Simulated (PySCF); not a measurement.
One of the candidates below gave these computed data.

All candidates are C4H7OP.

| technique | computed result |
| --- | --- |
| 13C NMR | chemical shifts (computed TMS as zero) by class: 177.3 (2 C), 34.8 (1 C), 10.5 (1 C) ppm [GIAO PBE0/pcSseg-1] |
| Rotational structure | rotational constants A, B, C: 5.040, 2.390, 1.955 GHz [GFN2-xTB] |
| UV, strongest line | among the 8 lowest singlet transitions: S6 at 7.58 eV (164 nm, f = 0.167) [TDDFT CAM-B3LYP/def2-SVPD] |
| Polarisability | 69.5 au [CAM-B3LYP/def2-SVPD] |
| UV, first state | lowest singlet excitation: 5.07 eV (244 nm, f = 0.003) [TDDFT CAM-B3LYP/def2-SVPD] |
| 1H NMR | chemical shifts (computed TMS as zero) by class: 9.59 (2 H), 1.88 (2 H), 1.64 (3 H) ppm [GIAO PBE0/pcSseg-1] |

The electronic properties come from PySCF, for the isolated species, density fitting. Levels stand in brackets. The structure is a single GFN2-xTB conformer in the gas phase; no vibrational or solvent corrections. Each NMR value is the plain mean over a class of atoms that symmetry, rotation or inversion makes alike.

Task: Which candidate is it?
A. `CCP1(=O)C=C1`
B. `C=PCC(C)=O`
C. `C#CP(C)(C)=O`
D. `CC1=C[P@]1(C)=O`

Result: A. It is `CCP1(=O)C=C1`. Numbering: `[CH3:1][CH2:2][P:3]1(=[O:4])[CH:5]=[CH:6]1`. 4 carbons fall into 3 classes; from least to most shielded: alkene CH carbon [C5/C6] (177.3 ppm, 2 C), chain sp3 carbon bound to phosphorus [C2] (34.8 ppm), methyl carbon [C1] (10.5 ppm). Hydrogen classes from least to most shielded: 2 H on 2 alkene CH carbons, C5/C6 (9.59 ppm), 2 H on an sp3 carbon bound to phosphorus, C2 (1.88 ppm, a mean of values up to 1.8 ppm apart in this geometry), 3 H on a methyl carbon, C1 (1.64 ppm, a mean of values up to 0.6 ppm apart in this geometry). The optimised geometry has point group C1 and is an asymmetric top.

The others, at the same levels:
- `CC1=C[P@]1(C)=O` fails: it has 4 carbon classes against 3; its computed 13C shifts are 186.9 (1 C), 165.2 (1 C), 21.4 (1 C), 19.4 (1 C) ppm, 1H shifts are 8.94 (1 H), 2.47 (3 H), 1.73 (3 H) ppm and lowest singlet excitation is 5.26 eV (236 nm, f = 0.004) (against 5.07 eV).
- `C=PCC(C)=O` fails: it has 4 carbon classes against 3; its computed 13C shifts are 204.9 (1 C), 192.9 (1 C), 48.6 (1 C), 35.1 (1 C) ppm, 1H shifts are 9.03 (1 H), 8.83 (1 H), 3.13 (2 H), 2.14 (3 H) ppm and lowest singlet excitation is 4.31 eV (288 nm, f = 0.007) (against 5.07 eV).
- `C#CP(C)(C)=O` fails: its computed 13C shifts are 95.9 (1 C), 86.6 (1 C), 23.8 (2 C) ppm, 1H shifts are 2.29 (1 H), 1.48 (6 H) ppm and rotational constant A is 3.766 GHz (against 5.040 GHz).

Each candidate is one conformer, not necessarily the lowest. Dipoles, sizes and rotational constants follow the conformer. The torsions of the flexible species, by atom-mapped SMILES:
- `[CH3:1][CH2:2][P:3]1(=[O:4])[CH:5]=[CH:6]1`: C1–C2–P3–O4 56°
- `[CH2:1]=[P:2][CH2:3][C:4]([CH3:5])=[O:6]`: C1–P2–C3–C4 59°, P2–C3–C4–C5 83°
